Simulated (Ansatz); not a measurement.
## GeCl3⁺, singlet: the ladder up to RCCSDT(Q)

Geometry: that of the GeCl3, doublet, kept fixed.

```xyz
4

Ge    0.0009   -0.0003   -0.4416
Cl    2.0161    0.0129    0.3056
Cl   -1.0200    1.7404    0.2985
Cl   -0.9980   -1.7527    0.3008
```

Basis cc-pVDZ; Ansatz 0.2.0. Only valence electrons are correlated (noble-gas cores and the filled d shells of p-block atoms frozen), which leaves 24 electrons in 52 orbitals. Prefix R: restricted or restricted open-shell reference. Active spaces: valence = (18e, 13o, short of the full valence) chosen from the atoms' valence shells. No spin–orbit coupling is included, and no scalar relativity.

Full CI isn't at hand for all of this; RCCSDT(Q) serves as the reference, and is uncertain by about the last step of the cluster series.

```
UHF ⟨S²⟩                          : 0.000
T1 diagnostic (RCCSD)             : 0.0191
largest doubles amplitude (RCCSD) : 0.041
```

| level | E − E(RHF) (eV) |
| --- | --- |
| RMP2 | -13.1278 |
| RCCSD | -14.1368 |
| RCCSD(T) | -14.5974 |

(1) Estimate how far RCCSDT(Q) in cc-pVDZ lies from RCCSD(T). The table doesn't fix it; the size of (T) and the diagnostics are the guide.

(1) RCCSDT(Q) in cc-pVDZ lies 2.03 kcal/mol below RCCSD(T), which is 19 % of the (T) step (-10.62 kcal/mol). The diagnostics are small and the rest is a small part of (T), but (T) is large here. The miss exceeds 1 kcal/mol.

The other levels:

```
                 level  E − E(RCCSDT(Q)) (kcal/mol)  share of correlation (%)    wall time
                  CISD                        61.01                     81.98         11 s
               BCCD(T)                         1.94                     99.43        4.1 s
                RCCSDT                         1.12                     99.67            –
CASSCF (valence space)                       287.23                     15.18            –
NEVPT2 (valence space)                        46.60                     86.24  20 s (H100)
```

The correlation energy at RCCSDT(Q), counted from RHF, is -14.685 eV. That run took 14 s on 2 threads of AMD EPYC 7R13 with a shared H100 80 GB, shared host.

Times hold each run's SCF and search for its determinant on a shared host, so for small cases they say little of a method's own cost; rows without a card ran on 1 thread of AMD EPYC 7R13.

Natural occupations of CASSCF (valence space) about the gap: 1.988 1.988 1.967 1.952 1.952 0.084 0.034 0.030 0.030; effectively unpaired electrons, Σ n²(2−n)², 0.06.
